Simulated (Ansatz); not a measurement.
# CH₄S (triplet): wave-function methods side by side at distance C1–H5 along a hydrogen transfer = 1.192 Å, cc-pVDZ

The task here is to estimate one member of a computed series from the others.

Method: cc-pVDZ, core rule «outside noble gas», up to 6 orbitals frozen; program: Ansatz 0.2.0, Gaussian basis.

To be run: UHF; CCSD(T) on ROHF; CCSD(T) on UHF; BCCD(T) on ROHF; CISD; CCSDT(Q) on ROHF; CCSDT(Q) on UHF; CASSCF and MRCISD+Q, 4 electrons in 4 orbitals; CASSCF and NEVPT2, 4 electrons in 4 orbitals.

5 further runs of the same task are left out: 1 for a mislabelled method, 2 that didn't finish, 2 set aside as unsound or not needed.

### What is computed

The geometry derives from fragments relaxed apart (PBE0/def2-TZVP) and kept rigid, so it is no stationary point. A hydrogen atom is moved between rigid fragments.

6 atoms, charge 0, spin multiplicity 3.

Atoms are counted from 1 here; the program's logs count them from 0.

Bond lengths: C1–H2 1.090 Å, C1–H3 1.090 Å, C1–H4 1.090 Å, C1–H5 1.192 Å. Angles: H2–C1–H3 109.5°, H2–C1–H4 109.5°, H2–C1–H5 109.5°, H3–C1–H4 109.5°, H3–C1–H5 109.5°, H4–C1–H5 109.5°.

The first run:

The input, in.yaml:

```yaml
crystal:
  periodic: [false, false, false]
  atoms:
    - {symbol: C, position_ang: [-2.125039, 0.000000, 0.000000]}
    - {symbol: H, position_ang: [-2.488245, 1.027301, 0.000000]}
    - {symbol: H, position_ang: [-2.488245, -0.513650, 0.889668]}
    - {symbol: H, position_ang: [-2.488245, -0.513650, -0.889669]}
    - {symbol: H, position_ang: [-0.933039, 0.000000, 0.000000]}
    - {symbol: S, position_ang: [1.059961, 0.000000, 0.000000]}
basis:
  gaussian: {orbitals: cc-pVDZ}
magnetization: {spin_polarized: true, initial_magnetization: 2}
hamiltonian: {xc: hf}
output: {orbitals: {seedname: orbitals}}
```

On the command line:

```sh
> ansatz run in.yaml --threads 1 --pin off --events-out ev --progress --plain --max-ram 2393MiB
```

Steps of the session up to this table: UHF; CCSD(T) on ROHF; CCSD(T) on UHF; BCCD(T) on ROHF; CISD; CCSDT(Q) on ROHF; CCSDT(Q) on UHF; CASSCF and MRCISD+Q, 4 electrons in 4 orbitals; CASSCF and NEVPT2, 4 electrons in 4 orbitals.

One of the session's tables, all rows but one given; the rest of the session is left out.

```
       method  from UCCSDT(Q) (kcal/mol)
         ROHF                    +191.86
          UHF                    +188.84
         RMP2                     +30.02
         UMP2                     +30.56
         CISD                     +20.43
        RCCSD                      +4.32
        UCCSD                      +4.25
     RCCSD(T)                      +0.67
     UCCSD(T)                      +0.66
      BCCD(T)                      +0.66
       RCCSDT                      +0.20
       UCCSDT                      +0.19
    RCCSDT(Q)                          ?
    UCCSDT(Q)                          0
  CASSCF pair                    +180.47
  NEVPT2 pair                     +29.84
  MRCISD pair                     +18.43
MRCISD+Q pair                      +1.44
```

Q: Estimate the row for RCCSDT(Q) from the others.

As computed: from UCCSDT(Q) (kcal/mol): +0.01. In the column «from UCCSDT(Q) (kcal/mol)» it lies between UCCSDT(Q) (0) and UCCSDT (+0.19).

Caveats from the session: Restricted and unrestricted rows rest on different reference determinants; where their highest levels disagree by more than a few hundredths of an eV, they describe different states and don't form one ladder.
